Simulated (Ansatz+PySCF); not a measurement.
Values are calculated unless marked as measured or tabulated.
# Several solutions for triplet BHO2 in separate pieces

```xyz
4

O     0.0000    0.0000   -2.1389
O     0.0000    0.0000    2.1389
B    30.0000    0.0000   -0.7514
H    30.0000    0.0000    3.7571
```

Basis set: 6-31G (spherical functions). Charge 0, multiplicity 3.

CASSCF(4,4) was run from several starts with Ansatz (development build ahead of 0.2.0) and PySCF 2.14.0. The starts are those of the Hartree–Fock orbitals from which the active space was taken at the frontier.

```
run  program                        start  converged  energy (hartree)  <S²>
  A    PySCF             program defaults        yes        -174.32942  2.00
  B   Ansatz  search for the lowest state        yes        -174.45189  2.00
  C   Ansatz      atomic start, no search        yes        -174.34796  2.00
  D   Ansatz      stability test followed        yes        -174.34796  2.00
```

Which runs reached the lowest solution of this kind, and what is wrong with the others?

B reached the lowest solution found. Converged but too high: A by 3.33 eV, C by 2.83 eV, D by 2.83 eV. Convergence only shows a stationary point; in CASSCF the end hangs on which orbitals enter the active space. Caution: other starts end on other solutions of this active space.
